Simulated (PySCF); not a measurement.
## Frontier orbitals and the lowest excitations

C₂H₃F₃.
Z-matrix (Å and degrees, PBE0-D3(BJ)/def2-SVP geometry), rows numbered from 1:
```
C 
C   1  1.4989
F   2  1.3380  1  111.59
F   2  1.3378  1  111.49  3  -120.02
F   2  1.3378  1  111.61  3   120.02
H   1  1.0972  2  109.55  3   -59.85
H   1  1.0973  2  109.45  3  -179.88
H   1  1.0973  2  109.45  3    60.21
```

Method used: PySCF 2.14.0, density-fitted response routines, TDDFT PBE0/def2-SVPD, vertical, gas phase, core orbitals frozen in the response.

Frontier orbitals with the atoms that hold most of them (Löwdin shares over 4%, at most four atoms; ? is withheld):

```json
{"orbital": "LUMO+2", "ε (eV)": "2.41", "atoms": "H8 25%, H7 22%, C1 15%, F4 13%"}
{"orbital": "LUMO+1", "ε (eV)": "1.87", "atoms": "C2 16%, F3 14%, F5 14%, F4 14%"}
{"orbital": "LUMO", "ε (eV)": "?", "atoms": "?"}
{"orbital": "HOMO", "ε (eV)": "-11.06", "atoms": "?"}
{"orbital": "HOMO-1", "ε (eV)": "-11.68", "atoms": "C1 31%, F3 21%, F5 16%, H7 14%"}
{"orbital": "HOMO-2", "ε (eV)": "-11.68", "atoms": "C1 31%, F4 23%, H6 16%, F5 12%"}
{"orbital": "HOMO-3", "ε (eV)": "-11.83", "atoms": "F3 33%, F5 33%, F4 33%"}
```

(1) Which atoms hold the HOMO, and with what shares?

(2) Which atoms hold the LUMO, and with what shares?

(3) What is the LUMO energy, and the HOMO–LUMO gap?

## Answers

(1) C1 (bonded to C and 3 H) 25%; F4 (bonded to C) 18%; F3 (bonded to C) 18%; F5 (bonded to C) 18%. By element: fluorine 53%, carbon 25% or more.

(2) C1 (bonded to C and 3 H) 33%; C2 (bonded to C and 3 F) 16%; H7 (bonded to C) 11%; H8 (bonded to C) 11%. By element: carbon 49%, hydrogen 22% or more.

(3) ε(LUMO) = 0.69 eV; the gap is 11.75 eV (0.4318 hartree).

Within 0.005 eV of a neighbour in this list lie HOMO-2/HOMO-1 (point group found: C3v); within a degenerate set the shares of single atoms can hang on how the components are chosen.

Problem. How does S1 compare with the orbital gap of 11.75 eV?

Solution. S1 is at 10.51 eV (f = 0.064), 1.24 eV below the gap, made of HOMO→LUMO (99%). Without the coupling terms of the response equations the lowest excitation would equal the gap.

Problem. Give energy, strength and leading configuration of S1 and S5, and follow the Löwdin shares of the leading atoms from the occupied to the empty orbital.

Solution. 
- S1 (10.51 eV, f 0.064), HOMO→LUMO (99%): C1 25% → 33%, F4 18% → at most 12%, C2 at most 18% → 16%
- S5 (11.78 eV, f 0.0000), HOMO→LUMO+1 (96%): C1 25% → at most 15%, F4 18% → 14%, C2 at most 18% → 16%, F3 18% → 14%

Orbitals of the list HOMO-3 to LUMO+2 that lie within 0.01 eV of each other are written together with a slash and their weights summed (≥ marks a lower bound); for degenerate orbitals outside that list single weights are arbitrary.
